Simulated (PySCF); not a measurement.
ethane (C2H6), SMILES CC.

Coordinates come from a r2SCAN-D4/def2-TZVP optimisation.

Two levels are set side by side: TDDFT-PBE/def2-TZVPD (PySCF) and ADC(2)/aug-cc-pVDZ (PySCF). Vertical, same geometry; the bases differ. Differences are taken from unrounded values.

| quantity | ADC(2) |
|---|---|
| lowest singlet excitation (eV) | 9.08 |

### Question
What does TDDFT-PBE give, and how far is it from ADC(2)? (The exact figures need the calculation; the answer reports its results.)

### Answer

| quantity | TDDFT-PBE | TDDFT-PBE minus ADC(2) |
|---|---|---|
| lowest singlet excitation (eV) | 8.09 | -0.99 |

Functionals without exact exchange tend to place singlet excitations lower, as here. Differences between two approximate levels are no errors against the true value.

Rough cost on one machine, each run with all the roots and properties that it gave: ADC(2) against TDDFT-PBE about 5 times.
